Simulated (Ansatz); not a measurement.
The input, for Ansatz 0.2.0:

```yaml
crystal:
  periodic: [false, false, false]
  atoms:
    - {symbol: O, position_ang: [0.053909, -0.002347, 0.000000]}
    - {symbol: H, position_ang: [-0.277338, 0.934360, 0.000002]}
    - {symbol: H, position_ang: [-0.289188, -0.448554, 0.883737]}
    - {symbol: H, position_ang: [-0.289189, -0.448551, -0.883738]}
basis:
  gaussian: {orbitals: def2-SVP}
total_charge: -1
magnetization: {spin_polarized: false, initial_magnetization: 2}
correlation: {method: fic_mrcisd_q_relaxed, electrons: outside_noble_gas, active_space: {window: {electrons: 4, orbitals: 6}}}
scf: {lower_state_search: off}
```

```sh
$ ansatz run in.yaml --threads 1 --pin off --events-out ev --progress --plain --max-ram 2393MiB
```

The program prints:

```
these checks for a lower state are left out or cut short: stability, starts, cluster_reference, orbital_swaps, neighbouring_geometries, increment
285 factors; integrals over basis functions are off by at most 1.4e-3 eV
mean field evaluation 1: about -2072.4084 eV, gradient 2.7e1 eV
mean field evaluation 2: about -2072.4145 eV, gradient 2.7e1 eV
mean field evaluation 4: about -2074.3119 eV, gradient 1.7e0 eV
mean field evaluation 8: about -2074.3435 eV, gradient 3.7e-3 eV
a density is far from that of the atoms, so the factors are made again for it
308 factors; integrals over basis functions are off by at most 9.4e-4 eV
mean field evaluation 16: about -2074.3438 eV, gradient 2.6e-6 eV
mean field -2074.34379387 eV, -76.2307283839 hartree, gradient 2.6e-6 eV, S^2 2.000000; 1 other end points of the search recorded, 0 dependent functions left out
reference -2074.34379387 eV, -76.2307283839 hartree; 7, 5 occupied and 22, 24 virtual orbitals, 308 factors
state -2075.16047168 eV, -76.2607407400 hartree
contracted CI cycle   1: correlation -0.00000000 eV, -0.0000000000 hartree, residual 2.58e1 eV
contracted CI cycle   2: correlation -5.13676857 eV, -0.1887727631 hartree, residual 5.07e0 eV
contracted CI cycle   3: correlation -5.38468896 eV, -0.1978836696 hartree, residual 1.57e0 eV
contracted CI cycle   4: correlation -5.41217376 eV, -0.1988937170 hartree, residual 6.10e-1 eV
contracted CI cycle   5: correlation -5.41703909 eV, -0.1990725148 hartree, residual 3.11e-1 eV
contracted CI cycle   6: correlation -5.41853545 eV, -0.1991275048 hartree, residual 1.78e-1 eV
contracted CI cycle   7: correlation -5.41914947 eV, -0.1991500700 hartree, residual 1.08e-1 eV
contracted CI cycle   8: correlation -5.41930417 eV, -0.1991557548 hartree, residual 4.82e-2 eV
contracted CI cycle   9: correlation -5.41933067 eV, -0.1991567286 hartree, residual 1.96e-2 eV
contracted CI cycle  10: correlation -5.41933543 eV, -0.1991569038 hartree, residual 8.54e-3 eV
contracted CI cycle  11: correlation -5.41933642 eV, -0.1991569400 hartree, residual 3.87e-3 eV
contracted CI cycle  12: correlation -5.41933661 eV, -0.1991569472 hartree, residual 1.79e-3 eV
contracted CI cycle  13: correlation -5.41933665 eV, -0.1991569486 hartree, residual 7.59e-4 eV
state -2075.16047168 eV, -76.2607407400 hartree; corrected -2080.86964396 eV, -76.4705489513 hartree
Total energy: -2080.86964396 eV, -76.4705489513 hartree
Checks for a lower state left out: stability, starts, cluster_reference, orbital_swaps, neighbouring_geometries, increment
```

Natural occupations: 1.9742 0.9994 0.9980 0.0228 0.0034 0.0022.

Ran on 1 thread of Arm Neoverse V1, shared host: 1.2 s wall, 0.15 GiB peak host memory.
